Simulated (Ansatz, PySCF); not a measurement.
Molecule: C₂H₂F, net charge 0, doublet state. It need not be the lowest isomer of its formula. 
Geometry from a B3LYP-D3(BJ)/def2-TZVP (Ansatz, an electronic-structure program) optimisation:
```
C
C 1 1.3001
F 1 1.3501 2 123.21
H 2 1.0733 1 139.33 3 180.00
H 1 1.0877 2 125.07 4 0.00
```
Charge 0, spin multiplicity 2.

Total electronic energies in hartree. Correlated levels leave the core frozen unless marked. UHF or UKS for open shells. No spin-orbit coupling. Non-relativistic. CBS(X,Y): correlation extrapolated as X^-3; Hartree-Fock from the larger set. The bracket is a focal-point correction in the basis named.

The UHF reference is spin-contaminated (<S^2> 0.18 over the pure value in the largest basis). 

```
level                                                                 program  energy (Eh)
-------------------------------------------------------------  --------------  -----------
HF/6-31G*                                                              Ansatz   -176.23298
HF/aug-cc-pVDZ                                                         Ansatz   -176.25914
HF/aug-cc-pVTZ                                                         Ansatz   -176.30618
HF/cc-pwCVTZ                                                           Ansatz   -176.30417
PBE/def2-TZVPD                                                          PySCF   -177.01351
PBE-D3(BJ)/def2-TZVPD                                          Ansatz + dftd3   -177.01536
M06-L-D4/def2-TZVPD                                             PySCF + dftd4   -177.18146
r2SCAN-D3(BJ)/def2-TZVPD                                       Ansatz + dftd3   -177.12376
PBE0-D3(BJ)/def2-TZVP                                          Ansatz + dftd3   -177.01796
MP2/STO-3G                                                             Ansatz   -173.97946
MP2/cc-pVDZ                                                            Ansatz   -176.65411
SCS-MP2/cc-pwCVTZ                                                      Ansatz   -176.83097
CCSD/aug-cc-pVTZ                                                       Ansatz   -176.86932
CCSD(T)/aug-cc-pVTZ                                                    Ansatz   -176.89193
RI-MP2/CBS(aug-cc-pVTZ,aug-cc-pVQZ)+[CCSD(T)-MP2]/aug-cc-pVTZ          Ansatz    -176.9668
```

Totals of different functionals don't rank their quality; only differences between species are comparable.
